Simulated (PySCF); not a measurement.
CN, SMILES [C]#N, multiplicity 2. Atoms are numbered in the order given.

```xyz
2

C      0.0000     0.0000    -0.6258
N      0.0000     0.0000     0.5364
```
Charge 0, spin multiplicity 2.

Geometry: B3LYP-D3(BJ)/def2-TZVPD.

Method: CAM-B3LYP/def2-TZVPD (PySCF).

Mulliken values depend strongly on the basis, most of all with diffuse functions as here. Atomic charges (e):

| atom | meta-Löwdin | Mulliken | Mulliken spin |
|---|---|---|---|
| C1 | [?] | 0.11 | 0.89 |
| N2 | [?] | -0.11 | 0.11 |

Q: What belongs in the gaps? (The exact figures need the calculation; the answer reports its results.)

A: 
- C1, meta-Löwdin: 0.14
- N2, meta-Löwdin: -0.14
